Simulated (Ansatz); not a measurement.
Geometry optimisation, RKS B3LYP/6-31G* (Ansatz 0.2.0).

Input:

```yaml
crystal:
  periodic: [false, false, false]
  atoms:
    - { symbol: Si, position_ang: [0.06908, -0.477011, -0.405497] }
    - { symbol: "N", position_ang: [0.342422, 0.191944, 2.525138] }
    - { symbol: H, position_ang: [-0.519305, 0.267102, 3.063631] }
    - { symbol: H, position_ang: [1.071264, 0.651012, 3.069461] }
    - { symbol: H, position_ang: [1.218778, 0.45759, -0.394259] }
    - { symbol: H, position_ang: [-1.194838, 0.21814, -0.070126] }
    - { symbol: H, position_ang: [-0.070521, -0.982859, -1.811792] }
    - { symbol: O, position_ang: [0.331497, -1.842347, 0.541449] }
    - { symbol: H, position_ang: [0.348882, -2.655846, 0.02035] }
    - { symbol: H, position_ang: [0.575442, -0.817025, 2.484645] }
basis:
  gaussian: { orbitals: "6-31G*" }
hamiltonian:
  xc: b3lyp
relax:
  f_tol: 0.03
  max_steps: 50
```

Launched with:

```bash
$ ansatz run input.yaml --threads 1 --pin off --max-ram 2048MiB --backend cpu --events-out ev --progress --plain --runs-dir out
```

Task: Where does it end, and by what steps?

Result: The forces met the threshold. After 9 steps the energy has fallen by 0.037 eV; H4 moved furthest, 0.47 Å.

```json
{"step": "0", "energy less start (eV)": "0.0000", "largest force component (eV/Å)": "0.711", "accepted": "yes"}
{"step": "1", "energy less start (eV)": "-0.0085", "largest force component (eV/Å)": "0.375", "accepted": "yes"}
{"step": "2", "energy less start (eV)": "-0.0151", "largest force component (eV/Å)": "0.385", "accepted": "yes"}
{"step": "3", "energy less start (eV)": "-0.0205", "largest force component (eV/Å)": "0.358", "accepted": "yes"}
{"step": "4", "energy less start (eV)": "-0.0263", "largest force component (eV/Å)": "0.392", "accepted": "yes"}
{"step": "5", "energy less start (eV)": "-0.0245", "largest force component (eV/Å)": "0.207", "accepted": "no"}
{"step": "6", "energy less start (eV)": "-0.0343", "largest force component (eV/Å)": "0.117", "accepted": "yes"}
{"step": "7", "energy less start (eV)": "-0.0368", "largest force component (eV/Å)": "0.078", "accepted": "yes"}
{"step": "8", "energy less start (eV)": "-0.0371", "largest force component (eV/Å)": "0.052", "accepted": "yes"}
{"step": "9", "energy less start (eV)": "-0.0374", "largest force component (eV/Å)": "0.021", "accepted": "yes"}
```

```xyz
10
Properties=species:S:1:pos:R:3
Si 0.090 -0.446 -0.167
N 0.314 0.045 2.321
H -0.537 0.337 2.798
H 1.057 0.682 2.603
H 1.235 0.500 -0.169
H -1.209 0.223 0.102
H -0.023 -0.862 -1.616
O 0.344 -1.941 0.583
H 0.348 -2.642 -0.084
H 0.553 -0.887 2.653
```

The run took 28 s on 1 thread of Arm Neoverse V1, with other jobs on the host, peak memory 0.13 GiB.
